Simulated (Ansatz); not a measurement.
`C=C=CF` and `C=C=C(O)F` differ in one atom or group.

Ansatz, PBE0-D4/def2-TZVP geometries, multiplicity 1. Each molecule was computed in one conformer, which needn't be the lowest.

```
                                          property  `C=C=CF`
              HOMO–LUMO gap (PBE0/def2-TZVPP) / eV      6.84
                LUMO energy (PBE0/def2-TZVPP) / eV     -0.65
               HOMO–LUMO gap (PBE/def2-TZVPP) / eV      4.53
size of the dipole moment (ωB97M-V/def2-TZVPP) / D      1.71
    zero-point energy (PBE0-D4/def2-TZVP) / kJ/mol     127.9
               LUMO energy (B3LYP/def2-TZVPP) / eV     -0.90
```

Question: What does the change do to each property? (Estimate.)

Answer: Ansatz gave: 
```tsv
property	`C=C=C(O)F`	shift
HOMO–LUMO gap (PBE0/def2-TZVPP) / eV	6.07	-0.77
LUMO energy (PBE0/def2-TZVPP) / eV	-0.67	-0.02
HOMO–LUMO gap (PBE/def2-TZVPP) / eV	3.77	-0.76
size of the dipole moment (ωB97M-V/def2-TZVPP) / D	2.62	0.91
zero-point energy (PBE0-D4/def2-TZVP) / kJ/mol	140.9	13.0
LUMO energy (B3LYP/def2-TZVPP) / eV	-0.91	-0.01
```

The zero-point energy changes by 13.0 kJ/mol with +3 modes. Dipoles are sizes alone; their direction can turn.

B3LYP here is the variant with VWN-RPA as its local correlation; programs differ in this.
